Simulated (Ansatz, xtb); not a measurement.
**C4H8OS: which of two isomers lies lower**

Structure a is `CC(=O)CCS`, a singlet and structure b is `CC(=S)[C@H](C)O`, a singlet. Both are isolated molecules in the gas phase, relaxed with B3LYP-D3(BJ)/def2-SVP; each stands in its lowest conformer found.

Quicker runs give these differences E(b) − E(a): GFN2-xTB +0.298 eV; HF/STO-3G +0.872 eV (at GFN2-xTB geometries); r2SCAN-D4/def2-SVP +0.460 eV (at GFN2-xTB geometries).

**Question.** Estimate E(b) − E(a) at the level CCSD(T)/def2-SVP + ΔMP2/def2-TZVPP.

**Answer.** Calculated at CCSD(T)/def2-SVP + ΔMP2/def2-TZVPP: E(b) − E(a) = +0.353 eV, so structure a lies lower.

Level by level:

| level | geometry | E(b) − E(a) (eV) | departure from the last row (eV) | job, with rough time for the two |
| --- | --- | --- | --- | --- |
| GFN2-xTB | GFN2-xTB | +0.298 | −0.055 | optimisation, 0.32 s |
| HF/STO-3G | GFN2-xTB | +0.872 | +0.519 | single point, 0.74 s |
| r2SCAN-D4/def2-SVP | GFN2-xTB | +0.460 | +0.106 | single point, 4.3 s |
| B3LYP-D3(BJ)/def2-SVP | B3LYP-D3(BJ)/def2-SVP | +0.465 | +0.112 | optimisation, 3.1 min |
| HF/def2-SVP | B3LYP-D3(BJ)/def2-SVP | +0.689 | +0.336 | part of the CCSD(T) run |
| MP2/def2-SVP | B3LYP-D3(BJ)/def2-SVP | +0.450 | +0.097 | part of the CCSD(T) run |
| CCSD(T)/def2-SVP | B3LYP-D3(BJ)/def2-SVP | +0.481 | +0.128 | single point |
| CCSD(T)/def2-SVP + ΔMP2/def2-TZVPP | B3LYP-D3(BJ)/def2-SVP | +0.353 |  | single point, 84 s |

As drawn, b has 1 C=S, 1 C–O, 1 O–H in place of 1 C=O, 1 C–S, 1 S–H.

None of the levels shown reverses the order. The largest departure from CCSD(T)/def2-SVP + ΔMP2/def2-TZVPP is that of HF/STO-3G, 0.519 eV. The last row adds to CCSD(T) the change of the MP2 difference between the two basis sets, here −0.128 eV.

With thermal terms from frequencies at re-optimised GFN2-xTB minima (ideal gas, soft modes damped towards free rotors, one conformer each, 298.15 K, 1 atm): the zero-point term adds +0.057 eV; ΔH is +0.413 and ΔG +0.417 eV.

The correlated steps freeze 10 core orbitals. Mirror images aren't counted in ΔG. Codes used: Ansatz 0.2.0, xtb 6.7.1; the last row on 2 threads of Intel(R) Xeon(R) Processor @ 2.70GHz on a shared host.
